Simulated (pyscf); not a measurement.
Optimised with ωB97X-D3(BJ)/def2-SVP in PySCF.

Question: For the elementary gas-phase step [Cl–B–Cl]• + H₂ → Cl–BH–Cl + H• (doublet surface; H–H broken, B–H formed), what barrier and reaction energy does ωB97M-D3(BJ)/def2-TZVP give, measured from the separated reactants?

Answer: ΔE‡ = 8.4 kcal/mol, ΔE = -2.7 kcal/mol. Zero-point energy shifts the barrier by -0.8 kcal/mol. It is a hydrogen abstraction, with an imaginary mode of 1126i cm⁻¹. One saddle was located; it need not be the lowest between these sides. The angle at the transferred H is 179°.
